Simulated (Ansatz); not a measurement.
# HNO (SMILES N=O) at 6 levels

Wanted: a comparison of 6 runs (B3LYP/STO-3G, BLYP/STO-3G, PBE0/STO-3G, r2SCAN/STO-3G, BCCD(T)/STO-3G, CCSDT(Q)/STO-3G) of HNO. 

The results are computed with Ansatz 0.2.0.

50 further runs of the same task are left out: 1 that didn't finish, 49 set aside as unsound or not needed.

### Step 1. The system as given

HNO has 3 atoms, charge 0, and is taken as a singlet. As SMILES, `N=O`. The H3–N1 distance was set to 2.658 Å, away from the relaxed value. At this shape a bond of the SMILES string is far longer than usual.

Bond lengths: N1–O2 1.190 Å.

### Step 2. A single-point energy at B3LYP/STO-3G (run 1)

Input file job.yaml:

```yaml
crystal:
  periodic: [false, false, false]
  atoms:
    - {symbol: "N", position_ang: [-0.001850, 1.846946, 0.216125]}
    - {symbol: O, position_ang: [1.037150, 1.931356, 0.789785]}
    - {symbol: H, position_ang: [-0.471600, -0.709980, -0.339350]}
basis:
  gaussian:
    orbitals: STO-3G
hamiltonian:
  xc: {name: B3LYP}
accuracy: high
```

Command:

```console
ansatz run job.yaml --threads 1 --pin off --max-ram 3480MiB --events-out events.jsonl --progress --plain --runs-dir runs
```

Log:

```text
Warning: RAYON_NUM_THREADS=1 ignored (pool sized by the plan → 1); use --threads N
Functional definition: B3LYP
  name "B3LYP"
  parameter a0 = 0.2
  parameter ax = 0.72
  parameter ac = 0.81
  exchange = (1 - a0 - ax)*slater_x + ax*b88_x + a0*exact_x
  correlation = (1 - ac)*vwn_rpa_c + ac*lyp_c
167 factors; integrals over basis functions are off by at most 3.1e-8 eV
mean field evaluation 1: about -3488.0396 eV, gradient 1.8e1 eV
mean field evaluation 2: about -3481.9631 eV, gradient 2.5e1 eV
mean field evaluation 4: about -3487.9017 eV, gradient 8.2e0 eV
mean field evaluation 8: about -3497.4998 eV, gradient 2.0e-1 eV
mean field evaluation 16: about -3496.4088 eV, gradient 1.1e1 eV
mean field -3497.49999465 eV, -128.5307541128 hartree, gradient 2.1e-8 eV, S^2 0.000000; 1 other end points of the search recorded, 0 dependent functions left out
reference -3497.50001448 eV, -128.5307548414 hartree; 8, 8 occupied and 3, 3 virtual orbitals, 167 factors
Total energy: -3497.50001448 eV, -128.5307548414 hartree
```

It took 0.38 s on 1 thread of AMD EPYC 7R43 (Zen 3), shared host.

### Step 3. The energy at BLYP/STO-3G (run 2)

Input file in.yaml:

```yaml
crystal:
  periodic: [false, false, false]
  atoms:
    - {symbol: N, position_ang: [-0.001850, 1.846946, 0.216125]}
    - {symbol: O, position_ang: [1.037150, 1.931356, 0.789785]}
    - {symbol: H, position_ang: [-0.471600, -0.709980, -0.339350]}
basis:
  gaussian:
    orbitals: STO-3G
hamiltonian:
  xc: {name: BLYP}
accuracy: high
```

Command:

```console
ansatz run in.yaml --threads 1 --pin off --max-ram 3480MiB --events-out events.jsonl --progress --plain --runs-dir runs
```

Log:

```text
Warning: RAYON_NUM_THREADS=1 ignored (pool sized by the plan → 1); use --threads N
Functional definition: BLYP
  name "BLYP"
  parameter beta = 0.0042
  parameter a = 0.04918
  parameter b = 0.132
  parameter c = 0.2533
  parameter d = 0.349
  exchange = b88_x(beta = beta)
  correlation = lyp_c(a = a, b = b, c = c, d = d)
167 factors; integrals over basis functions are off by at most 3.1e-8 eV
mean field evaluation 1: about -3486.6378 eV, gradient 2.7e1 eV
mean field evaluation 2: about -3475.5117 eV, gradient 4.7e1 eV
mean field evaluation 4: about -3487.3542 eV, gradient 1.0e1 eV
mean field evaluation 8: about -3496.7969 eV, gradient 1.3e1 eV
mean field evaluation 16: about -3497.5665 eV, gradient 1.1e-4 eV
mean field -3497.56647620 eV, -128.5331972645 hartree, gradient 1.8e-8 eV, S^2 0.000000; 1 other end points of the search recorded, 0 dependent functions left out
reference -3497.56650334 eV, -128.5331982619 hartree; 8, 8 occupied and 3, 3 virtual orbitals, 167 factors
Total energy: -3497.56650334 eV, -128.5331982619 hartree
```

Run time: 0.46 s. Hardware: 1 thread of AMD EPYC 7R43 (Zen 3), shared host.

Runs 3 to 5 aren't shown in full; the table further down has their settings and results.

### Step 4. A single-point energy at CCSDT(Q)/STO-3G (run 6)

Input file molecule.yaml:

```yaml
crystal:
  periodic: [false, false, false]
  atoms:
    - {symbol: N, position_ang: [-0.001850, 1.846946, 0.216125]}
    - {symbol: O, position_ang: [1.037150, 1.931356, 0.789785]}
    - {symbol: H, position_ang: [-0.471600, -0.709980, -0.339350]}
basis:
  gaussian: {orbitals: STO-3G}
correlation: {method: ccsdt_q, frozen_orbitals: {H: 0, "N": 1, O: 1}}
accuracy: high
scf: {omitted_lower_state_checks: [cluster_reference, increment]}
```

Command:

```console
ansatz run molecule.yaml --threads 1 --pin off --max-ram 3480MiB --events-out events.jsonl --progress --plain --runs-dir runs
```

Log:

```text
Warning: RAYON_NUM_THREADS=1 ignored (pool sized by the plan → 1); use --threads N
[... 13 lines left out ...]
2 core orbitals not correlated: weight in the atoms' cores, before any rotation towards them, 1.000 or more for the frozen orbitals, at most 0.000 for the correlated occupied ones
[... 39 lines left out ...]
WARN: these amplitudes may be one of several solutions (largest doubles amplitude 0.85, level shift 14.17 eV)
Total energy: -3486.88312530 eV, -128.1405913605 hartree
Checks for a lower state left out: cluster_reference, increment
```

It took 0.42 s on 1 thread of AMD EPYC 7R43 (Zen 3), shared host.

### Step 5. The series

| run | level | frozen core orbitals | energy (Eh) | wall time |
| --- | --- | --- | --- | --- |
| 1 | B3LYP/STO-3G | – | -128.530755 | 0.38 s |
| 2 | BLYP/STO-3G | – | -128.533198 | 0.46 s |
| 3 | PBE0/STO-3G | – | -128.404445 | 0.38 s |
| 4 | r2SCAN/STO-3G | – | -128.510165 | 0.91 s |
| 5 | BCCD(T)/STO-3G | 2 | -128.152498 | 0.22 s |
| 6 | CCSDT(Q)/STO-3G | 2 | -128.140591 | 0.42 s |

### Step 6. Summary of results

```
                                          quantity          value
                               run 6: total energy  -128.14059 Eh
run 6: correlation energy (2 core orbitals frozen)     -359.9 mEh
                              run 6: T1 diagnostic          0.025
```

Totals of different functionals can't be ranked against each other. In runs 5, 6 the log says that unrestricted orbitals would lower the reference, so the values rest on an unstable closed-shell determinant (other closed-shell runs at this shape may share the fault). In runs 1, 2, 3, 4, 5, 6 the basis is minimal, so the values are rough. In runs 1, 2, 3, 4 a closed-shell determinant meets a far-stretched bond, which it describes badly. All runs together took 2.8 s, the longest 0.91 s.
